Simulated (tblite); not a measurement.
Compound: C₄H₆Cl (doublet state).
SMILES: `ClC1C[CH]C1`

Computed with GFN2-xTB (tblite): harmonic, unscaled wavenumbers at the GFN2-xTB geometry, gas phase. Errors from tens to a few hundred cm⁻¹ against measured bands are possible. Open shells enter through the occupations alone, without spin polarisation, and single modes of such species can be off by tens of per cent.

Harmonic wavenumbers (cm⁻¹): 92.1, 231.7, 290.8, 348.5, 584.7, 792.0, 804.9, 964.7, 970.4, 985.0, 998.3, 1054.7, 1076.2, 1128.4, 1173.6, 1212.7, 1222.5, 1254.5, 1255.6, 1429.8, 1441.0, 2895.0, 2898.5, 2934.0, 2934.6, 2974.5, 3169.7.

A = 9801, B = 2776, C = 2390 MHz; mass 89.016 u (most abundant isotopes); point group Cs, symmetry number 1; spin multiplicity 2.

Q: What is the zero-point energy?

A: Half the sum of the wavenumbers: 18559 cm⁻¹ = 53.06 kcal/mol.

Q: Give the ideal-gas entropy at 298.15 K and 1 bar in the rigid-rotor, harmonic-oscillator model (classical rotation).

A: Translation 39.40, rotation 26.01, vibration 9.84, spin (R ln 2) 1.38: S = 76.6 cal/(mol K).

Q: And Cp and H(298.15 K) − H(0)?

A: Cp = 20.96 cal/(mol K), of which vibrations give 13.01 (their classical limit is 27 R = 53.7); H(298.15 K) − H(0) = 4.07 kcal/mol without the zero-point energy, 1.70 from vibrations.

Q: What must be added to the electronic energy to get the Gibbs energy at 298.15 K and 1 bar?

A: ZPE + [H(298.15 K) − H(0)] − T·S = 53.06 + 4.07 − 22.85 = 34.28 kcal/mol.

Q: Blend soft modes into free rotors: weight 1/[1 + (100 cm⁻¹/ν̃)⁴] for the oscillator and the rest for a rotor with moment μB/(μ + B), μ = h/(8π²ν), B = 10⁻⁴⁴ kg m². What vibrational entropy results?

A: 9.46 cal/(mol K) in place of 9.84, which changes −T·S at 298.15 K by +0.11 kcal/mol.

Q: How do the functions run with temperature in this model?

A: 
```json
{"T (K)": "50", "S (cal/(mol K))": "53.2", "Cp (cal/(mol K))": "9.2", "H − H(0) (kcal/mol)": "0.42", "G − H(0) (kcal/mol)": "-2.24", "ln q(vib)": "0.07"}
{"T (K)": "100", "S (cal/(mol K))": "60.2", "Cp (cal/(mol K))": "11.4", "H − H(0) (kcal/mol)": "0.93", "G − H(0) (kcal/mol)": "-5.09", "ln q(vib)": "0.37"}
{"T (K)": "373.15", "S (cal/(mol K))": "81.8", "Cp (cal/(mol K))": "25.4", "H − H(0) (kcal/mol)": "5.81", "G − H(0) (kcal/mol)": "-24.72", "ln q(vib)": "2.83"}
{"T (K)": "500", "S (cal/(mol K))": "90.2", "Cp (cal/(mol K))": "32.0", "H − H(0) (kcal/mol)": "9.46", "G − H(0) (kcal/mol)": "-35.63", "ln q(vib)": "4.19"}
{"T (K)": "750", "S (cal/(mol K))": "105.0", "Cp (cal/(mol K))": "40.9", "H − H(0) (kcal/mol)": "18.66", "G − H(0) (kcal/mol)": "-60.07", "ln q(vib)": "7.01"}
{"T (K)": "1000", "S (cal/(mol K))": "117.6", "Cp (cal/(mol K))": "46.6", "H − H(0) (kcal/mol)": "29.64", "G − H(0) (kcal/mol)": "-87.94", "ln q(vib)": "9.81"}
```

q(vib) and H(0) count from the zero-point level.

Hindered rotation and anharmonicity are outside this model.

Hardware: Arm Neoverse V2, one thread, no GPU, shared host with 192 logical CPUs at a one-minute load of 37. Cost: 0.17 s. This covers the Hessian and the dipole derivatives.
